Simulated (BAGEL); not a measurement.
**One shape, several levels: C2H7B (SMILES [H]B([H])CC)**

We compute a comparison of 4 runs (B3LYP/6-31G*, B3LYP/6-311+G**, PBE0/6-311+G**, RI-MP2/6-311+G**) of C2H7B. 

Program for the calculation: BAGEL 1.2.2.

2 further runs of the same task are left out: 2 that didn't finish.

## Step 1: The molecule

C2H7B: 10 atoms, total charge 0, spin state singlet. As SMILES, `[H]B([H])CC`. The coordinates come from a GFN2-xTB relaxation.

Bond lengths: B1–C4 1.575 Å, C4–C5 1.541 Å, B1–H2 1.170 Å, B1–H3 1.169 Å, C4–H6 1.092 Å, C4–H7 1.092 Å, C5–H8 1.088 Å, C5–H9 1.088 Å, C5–H10 1.088 Å. Some angles: B1–C4–C5 108.1°, B1–C4–H6 113.2°, B1–C4–H7 112.6°, C5–C4–H6 107.7°, C5–C4–H7 107.5°, H2–B1–C4 120.0°, H3–B1–C4 120.5°, C4–C5–H8 110.4°, C4–C5–H9 110.6°, C4–C5–H10 110.6°.

## Step 2: The energy at B3LYP/6-31G(d) (density fitting with qzvpp-jkfit, spherical functions) (run 1)

calc.json

```json
{ "bagel": [

{
  "title": "molecule",
  "basis": "6-31gs.json",
  "df_basis": "qzvpp-jkfit",
  "angstrom": "true",
  "geometry": [
    { "atom": "B", "xyz": [    0.618890,    1.165580,    0.551600 ] },
    { "atom": "H", "xyz": [    1.788030,    1.159240,    0.515370 ] },
    { "atom": "H", "xyz": [    0.047570,    2.183780,    0.484540 ] },
    { "atom": "C", "xyz": [   -0.174350,   -0.193390,    0.610760 ] },
    { "atom": "C", "xyz": [   -0.334140,   -0.718690,   -0.829460 ] },
    { "atom": "H", "xyz": [   -1.172780,   -0.090260,    1.039920 ] },
    { "atom": "H", "xyz": [    0.349070,   -0.960890,    1.184490 ] },
    { "atom": "H", "xyz": [   -0.877930,   -1.661160,   -0.831080 ] },
    { "atom": "H", "xyz": [   -0.883130,   -0.003590,   -1.438210 ] },
    { "atom": "H", "xyz": [    0.638770,   -0.880620,   -1.287920 ] }
  ]
},
{
  "title": "ks",
  "xc_func": "b3lyp"
},
{
  "title": "print",
  "file": "orbitals.molden",
  "orbitals": "true"
}

]}
```

The basis set 6-31G* is read from a file made from the Basis Set Exchange's data (not shown).

Started as:

```console
BAGEL_NUM_THREADS=1 BAGEL calc.json > calc.out
```

The program printed:

```text
* using 1 threads per process

  ===============================================================
  ===============================================================

  *** Geometry ***

  { "atom" : "B", "xyz" : [      1.169533,      2.202627,      1.042373 ] },
  { "atom" : "H", "xyz" : [      3.378887,      2.190646,      0.973908 ] },
  { "atom" : "H", "xyz" : [      0.089894,      4.126746,      0.915648 ] },
  { "atom" : "C", "xyz" : [     -0.329474,     -0.365454,      1.154169 ] },
  { "atom" : "C", "xyz" : [     -0.631433,     -1.358127,     -1.567452 ] },
  { "atom" : "H", "xyz" : [     -2.216233,     -0.170567,      1.965164 ] },
  { "atom" : "H", "xyz" : [      0.659647,     -1.815819,      2.238362 ] },
  { "atom" : "H", "xyz" : [     -1.659047,     -3.139137,     -1.570514 ] },
  { "atom" : "H", "xyz" : [     -1.668874,     -0.006784,     -2.717823 ] },
  { "atom" : "H", "xyz" : [      1.207100,     -1.664131,     -2.433816 ] },

  Number of auxiliary basis functions:      351

  Since a DF basis is specified, we compute 2- and 3-index integrals:
    o Being stored without compression. Storage requirement is 0.009 GB

  Number of basis functions:       56
  Number of electrons      :       24

    * METHOD: MOLECULE                             0.11

  *** Kohn-Sham DFT ***

    * Removing 18504 points whose weight is below 1.00e-10
    * Grid points: 130556

  === Nuclear Repulsion ===
    69.1756585149

       - DIIS with orbital gradients will be used.

  === KS iteration (b3lyp / 6-31gs.json) ===
      0        -83.27646774          0.16312544           0.22
      1        -77.89949424          0.17831418           0.21
      2        -85.35994157          0.18487886           0.21
      3       -101.12837525          0.07877009           0.21
      4       -103.99419476          0.07817456           0.21
      5       -105.23280221          0.00843373           0.21
      6       -105.24906995          0.00402954           0.21
      7       -105.25211274          0.00160396           0.21
      8       -105.25257634          0.00074985           0.21
      9       -105.25269393          0.00011551           0.21
     10       -105.25269692          0.00002781           0.21
     11       -105.25269708          0.00000491           0.21
     12       -105.25269709          0.00000111           0.21
     13       -105.25269709          0.00000043           0.21
     14       -105.25269709          0.00000021           0.21
     15       -105.25269709          0.00000007           0.21
     16       -105.25269709          0.00000004           0.21
     17       -105.25269709          0.00000001           0.21
     18       -105.25269709          0.00000000           0.21
    * SCF iteration converged.

    * Permanent dipole moment:
           (    0.122339,     0.226739,     0.037607) a.u.

    * METHOD: KS                                   4.61

    * METHOD: PRINT                                0.01

  ===============================================================
```

Wall time 5.1 s (1 thread of Arm Neoverse V1, shared host); peak memory 0.33 GiB.

## Step 3: A single-point energy at B3LYP/6-311+G(d,p) (density fitting with qzvpp-jkfit) (run 2)

input.json

```json
{ "bagel": [

{
  "title": "molecule",
  "basis": "6-311+gss.json",
  "df_basis": "qzvpp-jkfit",
  "angstrom": true,
  "geometry": [
    { "atom": "B", "xyz": [    0.618890,    1.165580,    0.551600 ] },
    { "atom": "H", "xyz": [    1.788030,    1.159240,    0.515370 ] },
    { "atom": "H", "xyz": [    0.047570,    2.183780,    0.484540 ] },
    { "atom": "C", "xyz": [   -0.174350,   -0.193390,    0.610760 ] },
    { "atom": "C", "xyz": [   -0.334140,   -0.718690,   -0.829460 ] },
    { "atom": "H", "xyz": [   -1.172780,   -0.090260,    1.039920 ] },
    { "atom": "H", "xyz": [    0.349070,   -0.960890,    1.184490 ] },
    { "atom": "H", "xyz": [   -0.877930,   -1.661160,   -0.831080 ] },
    { "atom": "H", "xyz": [   -0.883130,   -0.003590,   -1.438210 ] },
    { "atom": "H", "xyz": [    0.638770,   -0.880620,   -1.287920 ] }
  ]
},
{
  "title": "ks",
  "xc_func": "b3lyp"
},
{
  "title": "print",
  "file": "orbitals.molden",
  "orbitals": true
}

]}
```

The basis set 6-311+G** is read from a file made from the Basis Set Exchange's data (not shown).

Started as:

```console
BAGEL_NUM_THREADS=1 BAGEL input.json > input.out
```

The program printed:

```text
* using 1 threads per process

  ===============================================================
  ===============================================================

  *** Geometry ***

  { "atom" : "B", "xyz" : [      1.169533,      2.202627,      1.042373 ] },
  { "atom" : "H", "xyz" : [      3.378887,      2.190646,      0.973908 ] },
  { "atom" : "H", "xyz" : [      0.089894,      4.126746,      0.915648 ] },
  { "atom" : "C", "xyz" : [     -0.329474,     -0.365454,      1.154169 ] },
  { "atom" : "C", "xyz" : [     -0.631433,     -1.358127,     -1.567452 ] },
  { "atom" : "H", "xyz" : [     -2.216233,     -0.170567,      1.965164 ] },
  { "atom" : "H", "xyz" : [      0.659647,     -1.815819,      2.238362 ] },
  { "atom" : "H", "xyz" : [     -1.659047,     -3.139137,     -1.570514 ] },
  { "atom" : "H", "xyz" : [     -1.668874,     -0.006784,     -2.717823 ] },
  { "atom" : "H", "xyz" : [      1.207100,     -1.664131,     -2.433816 ] },

  Number of auxiliary basis functions:      351

  Since a DF basis is specified, we compute 2- and 3-index integrals:
    o Being stored without compression. Storage requirement is 0.033 GB

  Number of basis functions:      108
  Number of electrons      :       24

    * METHOD: MOLECULE                             0.19

  *** Kohn-Sham DFT ***

    * Removing 18504 points whose weight is below 1.00e-10
    * Grid points: 130556

  === Nuclear Repulsion ===
    69.1756585149

       - DIIS with orbital gradients will be used.

  === KS iteration (b3lyp / 6-311+gss.json) ===
      0        -71.58089460          0.17437412           0.38
      1        -71.28186516          0.10628264           0.38
      2        -82.08615898          0.16592707           0.39
      3        -93.22191716          0.12735988           0.39
      4        -93.20905964          0.13637361           0.37
      5        -93.11621089          0.13697576           0.37
[... 15 lines of this table left out ...]
     21       -105.28637694          0.00000001           0.38
     22       -105.28637694          0.00000000           0.38
    * SCF iteration converged.

    * Permanent dipole moment:
           (    0.116130,     0.214673,     0.032453) a.u.

    * METHOD: KS                                   9.59

    * METHOD: PRINT                                0.03

  ===============================================================
```

Run time: 10 s. Hardware: 1 thread of Arm Neoverse V1, shared host; peak memory 0.61 GiB.

Run 3 isn't shown in full; the table further down has it.

## Step 4: The energy at RI-MP2/6-311+G(d,p) (density fitting with qzvpp-jkfit) (run 4)

mp2.json

```json
{ "bagel" : [

{
  "title" : "molecule",
  "basis" : "6-311+gss.json",
  "df_basis" : "qzvpp-jkfit",
  "angstrom" : true,
  "geometry" : [
    { "atom" : "B", "xyz" : [    0.618890,    1.165580,    0.551600 ] },
    { "atom" : "H", "xyz" : [    1.788030,    1.159240,    0.515370 ] },
    { "atom" : "H", "xyz" : [    0.047570,    2.183780,    0.484540 ] },
    { "atom" : "C", "xyz" : [   -0.174350,   -0.193390,    0.610760 ] },
    { "atom" : "C", "xyz" : [   -0.334140,   -0.718690,   -0.829460 ] },
    { "atom" : "H", "xyz" : [   -1.172780,   -0.090260,    1.039920 ] },
    { "atom" : "H", "xyz" : [    0.349070,   -0.960890,    1.184490 ] },
    { "atom" : "H", "xyz" : [   -0.877930,   -1.661160,   -0.831080 ] },
    { "atom" : "H", "xyz" : [   -0.883130,   -0.003590,   -1.438210 ] },
    { "atom" : "H", "xyz" : [    0.638770,   -0.880620,   -1.287920 ] }
  ]
},
{
  "title" : "hf",
  "charge" : 0
},
{
  "title" : "mp2",
  "charge" : 0,
  "ncore" : 3
}

]}
```

The basis set 6-311+G** is read from a file made from the Basis Set Exchange's data (not shown).

Started as:

```console
BAGEL_NUM_THREADS=1 BAGEL mp2.json > mp2.out
```

The program printed:

```text
* using 1 threads per process

  ===============================================================
  ===============================================================

  *** Geometry ***

  { "atom" : "B", "xyz" : [      1.169533,      2.202627,      1.042373 ] },
  { "atom" : "H", "xyz" : [      3.378887,      2.190646,      0.973908 ] },
  { "atom" : "H", "xyz" : [      0.089894,      4.126746,      0.915648 ] },
[... 6 lines of this table left out ...]
  { "atom" : "H", "xyz" : [      1.207100,     -1.664131,     -2.433816 ] },

  Number of auxiliary basis functions:      351

  Since a DF basis is specified, we compute 2- and 3-index integrals:
    o Being stored without compression. Storage requirement is 0.033 GB

  Number of basis functions:      108
  Number of electrons      :       24

    * METHOD: MOLECULE                             0.16

  *** RHF ***

  === Nuclear Repulsion ===
    69.1756585149

      * DIIS with orbital gradients will be used.

  === RHF iteration (6-311+gss.json) ===
      0       -104.27810751          0.02484556           0.03
      1       -104.44900978          0.01263000           0.03
      2       -104.49632543          0.00176509           0.03
[... 9 lines of this table left out ...]
     12       -104.49818747          0.00000001           0.03
    * SCF iteration converged.

    * Permanent dipole moment:
           (    0.087458,     0.159981,     0.007599) a.u.

    * METHOD: HF                                   0.55

  *** RHF ***

  === Nuclear Repulsion ===
    69.1756585149

      * DIIS with orbital gradients will be used.

  === RHF iteration (6-311+gss.json) ===
      0       -104.49818747          0.00000000           0.03
    * SCF iteration converged.

    * Permanent dipole moment:
           (    0.087458,     0.159981,     0.007599) a.u.

  === DF-MP2 calculation ===

    * freezing 3 orbitals
    * 3-index integral transformation done
    * assembly done

      MP2 correlation energy:   -0.3986484218      0.03

      MP2 total energy:       -104.8968358947

    * METHOD: MP2                                  0.12

  ===============================================================
```

Wall time 0.94 s (1 thread of Arm Neoverse V1, shared host); peak memory 0.1 GiB.

## Step 5: Overview of the runs

| run | level | frozen core orbitals | energy (Eh) | dipole moment (D) | HOMO energy (eV) | LUMO energy (eV) | wall time |
| --- | --- | --- | --- | --- | --- | --- | --- |
| 1 | B3LYP/6-31G* (density fitting with qzvpp-jkfit, spherical functions) | – | -105.252697 | 0.66 | -8.34 | -1.12 | 5.1 s |
| 2 | B3LYP/6-311+G** (density fitting with qzvpp-jkfit) | – | -105.286377 | 0.63 | -8.57 | -1.63 | 10 s |
| 3 | PBE0/6-311+G** (density fitting with qzvpp-jkfit) | – | -105.128892 | 0.64 | -8.77 | -1.38 | 9.6 s |
| 4 | RI-MP2/6-311+G** (density fitting with qzvpp-jkfit) | 3 | -104.896836 | – | – | – | 0.94 s |

## Step 6: Summary of results

| quantity | value |
| --- | --- |
| run 4: total energy | -104.89684 Eh |
| run 4: correlation energy (3 core orbitals frozen) | -398.6 mEh |

**Reading.** Over runs 1, 2, 3 the dipole moment (its size) runs from 0.63 D (B3LYP/6-311+G**) to 0.66 D (B3LYP/6-31G*). Over runs 1, 2, 3 the HOMO–LUMO gap runs from 6.94 eV (B3LYP/6-311+G**) to 7.39 eV (PBE0/6-311+G**). Totals of different functionals can't be ranked against each other. All runs together took 26 s, the longest 10 s.
